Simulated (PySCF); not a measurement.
Carbon: a sound run and one with changed settings

Sound run: C [He] 2s2 2p2, C⁺ [He] 2s2 2p1. Computed with PySCF 2.14 in jorge-DZP-DKH (4s2p1d, 15 functions), with scalar relativity by spin-free X2C-1e. The sound run starts from symmetry-adapted Hartree-Fock orbitals and uses a fine grid where one is needed.

Changed run: 14 angular points. This setting is unsound on purpose.

```json
{"species": "C", "method": "UHF", "sound run (hartree)": "-37.70380", "changed run (hartree)": "-37.70380", "converged": "yes"}
{"species": "C", "method": "M06-L", "sound run (hartree)": "-37.85794", "changed run (hartree)": "-37.86155", "converged": "yes"}
{"species": "C", "method": "BP86", "sound run (hartree)": "-37.85732", "changed run (hartree)": "-37.85724", "converged": "yes"}
{"species": "C⁺", "method": "UHF", "sound run (hartree)": "-37.30641", "changed run (hartree)": "-37.30641", "converged": "yes"}
{"species": "C⁺", "method": "M06-L", "sound run (hartree)": "-37.43729", "changed run (hartree)": "-37.43971", "converged": "yes"}
{"species": "C⁺", "method": "BP86", "sound run (hartree)": "-37.43183", "changed run (hartree)": "-37.43131", "converged": "yes"}
```

Ionisation energy of C:

```tsv
method	sound run (eV)	changed run (eV)
UHF	10.813	10.813
M06-L	11.446	11.479
BP86	11.578	11.590
```

A coarse angular grid integrates products of high-l functions wrongly, so density functionals can shift, and the SCF can exploit the error; Hartree-Fock and MP2 need no grid.

For comparison, NIST gives 11.260 eV between the lowest levels.
